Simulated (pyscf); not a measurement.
Thermochemistry of product channels of H₂Ga–AsH₂ (SMILES [GaH2][AsH2]) on the singlet surface, in kJ/mol, from ωB97M-D3(BJ)/def2-TZVP energies (ideal gas, 1 atm, RRHO with modes under 100 cm⁻¹ raised to 100, one conformer, R ln 2 for chiral ones without a mode under 150 cm⁻¹). Optimised with ωB97X-D3(BJ)/def2-SVP in PySCF.

| products | ΔE | ΔH(298 K) | ΔG(600 K) | ΔG(1200 K) |
|---|---|---|---|---|
| Ga–AsH₂ (SMILES [Ga][AsH2]) [singlet] + H₂ (SMILES [H][H]) | ___ | +54.5 | -16.4 | -87.1 |
| HGa=AsH (SMILES [GaH]=[AsH]) + H₂ (SMILES [H][H]) | +111.6 | +102.6 | +35.2 | -33.1 |

Complete the blanks.


- Ga–AsH₂ (SMILES [Ga][AsH2]) [singlet] + H₂ (SMILES [H][H]), ΔE: +60.3

The channel to Ga–AsH₂ [singlet] + H₂ turns favourable between 298 and 1200 K (ΔG from +19.7 kJ/mol to -87.1 kJ/mol). The channel to HGa=AsH + H₂ turns favourable between 298 and 1200 K (ΔG from +69.6 kJ/mol to -33.1 kJ/mol).

These are energies of the channels, which say nothing of barriers. Elements up to Kr have no core potential and no relativistic terms here.
